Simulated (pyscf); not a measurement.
H₂Si=S + H₂S → H₃Si–S–SH, gas phase, singlet surface. Single points on ωB97X-D3(BJ)/def2-SVP structures (PySCF, gas phase). MP2 and CC: frozen core, UHF for open shells. ΔMP2 is the change of the MP2 total energy from the triple- to the quadruple-zeta basis. ΔG in kcal/mol from CCSD(T)/def2-TZVPP + ΔMP2(QZVPP) energies (ideal gas, 1 atm, RRHO with modes under 100 cm⁻¹ raised to 100, one conformer, R ln 2 for chiral ones without a mode under 150 cm⁻¹).

```json
[
 {"T (K)": "298", "ΔG": "-4.9"},
 {"T (K)": "600", "ΔG": "?"},
 {"T (K)": "900", "ΔG": "+13.7"},
 {"T (K)": "1200", "ΔG": "+22.3"}
]
```

**Question.** Fit a line to the three values, predict ΔG at 600 K, and estimate where the reaction turns unfavourable at 1 atm of each gas.

**Answer.** Least squares gives ΔG = -13.8 + 30.3 × T/1000 K, so ΔS is about -127 J/(mol K) and ΔH about -13.8 kcal/mol over this range (ΔH at 298 K: -14.5). At 600 K the line gives +4.4; the computed value is +4.6. ΔG = 0 falls near 460 K; 1 kcal/mol in the energy moves that by 33 K. This is thermodynamics alone and says nothing of the barrier. The CCSD(T) − MP2 part came from Ansatz, without density fitting, on the same reference.
